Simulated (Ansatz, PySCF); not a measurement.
C2H3, SMILES [CH]=C, multiplicity 2. Atoms are numbered in the order given.

```xyz
5

C      0.1411     0.7008     0.0000
C     -0.0194    -0.5907     0.0000
H     -0.4719     1.5899     0.0000
H     -1.0126    -1.0459     0.0000
H      0.8234    -1.2778     0.0000
```
Charge 0, spin multiplicity 2.

The structure is a stationary point at PBE0-D3(BJ)/def2-TZVP. The isomer is the one that the SMILES or the coordinates give; other isomers of the formula were not compared.

Two levels are set side by side: PBE-D3(BJ)/def2-TZVP (Ansatz, a first-principles code) and PBE0-D3(BJ)/def2-TZVP (Ansatz). Each level has its own optimised geometry; the coordinates shown are those of the second. Frequencies come from the Hessian of PySCF at each geometry. Differences are taken from unrounded values.

```
quantity                            PBE0-D3(BJ)  PBE-D3(BJ)  PBE-D3(BJ) minus PBE0-D3(BJ)
----------------------------------  -----------  ----------  ----------------------------
mean bond length (Å)                      1.140       1.148                         0.008
bond C1–C2 (Å)                            1.301       1.308                         0.007
bond C1–H3 (Å)                            1.080       1.087                         0.007
bond C2–H4 (Å)                            1.093       1.102                         0.009
bond C2–H5 (Å)                            1.087       1.096                         0.008
highest harmonic wavenumber (cm⁻¹)         3263        3178                           -85
mean harmonic wavenumber (cm⁻¹)            1787        1725                           -62
zero-point energy (kcal/mol)              22.99       22.20                         -0.79
```

GGA bonds tend to be longer and softer than those of functionals with exact exchange. Differences between two approximate levels are no errors against the true value.
